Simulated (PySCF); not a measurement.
Gas-phase reaction: CH₃OH + C₄H₆ (butadiene) → HCHO (formaldehyde) + 2 C₂H₄

Method: PySCF energies plus ideal-gas RRHO corrections (1 bar). The comparison is the NASA 1993 polynomial table, which mixes measured and estimated data. † marks an energy on the PBE0/def2-TZVP geometry and frequencies; other levels use their own. MP2 and CCSD(T) freeze the core. 6-31G* has spherical d functions here. All species are closed-shell singlets. B3LYP is the form with VWN-RPA correlation. MP2 isn't extrapolated to the basis-set limit; its ΔH°(298 K) is 77.7 kJ in def2-SVP and 91.4 kJ in def2-TZVPP. CCSD(T) isn't extrapolated to the basis-set limit; its ΔH°(298 K) is 66.3 kJ in def2-SVP and 79.8 kJ in def2-TZVPP. The harmonic model lacks anharmonicity and excited electronic states, which grow with temperature; levels with a mode under 35 cm⁻¹ are left out. Internal rotation in CH₃OH, C₄H₆ (butadiene) is treated as a harmonic vibration of one conformer, which makes the entropy rough.

log10 K (1 bar standard state):

```csv
T (K),table,B3LYP/6-31G*,CCSD(T)/def2-SVP†,HF/6-31G*,HF/def2-TZVP†,MP2/def2-SVP†
600,-0.4,1.6,1.6,3.1,2.9,0.6
1000,2.4,3.8,3.8,4.7,4.5,3.2
1400,3.6,4.6,4.6,5.3,5.2,4.2
1800,4.1,5.1,5.0,5.6,5.5,4.7
2000,4.3,5.2,5.2,5.7,5.5,4.9
```
Ten kJ in ΔG° is worth 0.87 decades in K at 600 K and 0.26 at 2000 K.
